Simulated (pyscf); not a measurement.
Optimised with ωB97X-D3(BJ)/def2-SVP in PySCF. MP2 and CC: frozen core, UHF for open shells. ΔMP2 is the change of the MP2 total energy from the triple- to the quadruple-zeta basis.

Q: For the elementary gas-phase step `[NH2][SiH]` [singlet] + `[FH]` + `[FH]` -> `[NH2][SiH2][F]` + `[FH]` (singlet surface; F–H, F–H broken, F–Si, H–Si, F–H formed), what barrier and reaction energy does CCSD(T)/def2-TZVPP + ΔMP2(QZVPP) give, measured from the separated reactants?

A: ΔE‡ = -7.2 kcal/mol, ΔE = -73.3 kcal/mol. Zero-point energy shifts the barrier by +1.9 kcal/mol. It is a multi-bond step, with an imaginary mode of 795i cm⁻¹. On the reactant side the descent ends in a bound adduct, 17.5 kcal/mol under the separated species and 2.3 kcal/mol under the saddle at ωB97X-D3(BJ)/def2-TZVP. On the product side the descent ends in a complex (not fully relaxed), 6.2 kcal/mol under the separated species and 68.8 kcal/mol under the saddle at ωB97X-D3(BJ)/def2-TZVP. At CCSD(T) the saddle lies under the separated reactants, which points to a path from their complex (located at ωB97X-D3(BJ) alone). At ωB97X-D3(BJ)/def2-TZVP the barrier from the zero used here is -15.2 kcal/mol. This saddle turned up in a search for another step; its sides and bond changes are read from the two ends of the descent. One saddle was located; it need not be the lowest between these sides. The CCSD(T) − MP2 part came from Ansatz, without density fitting, on the same reference.
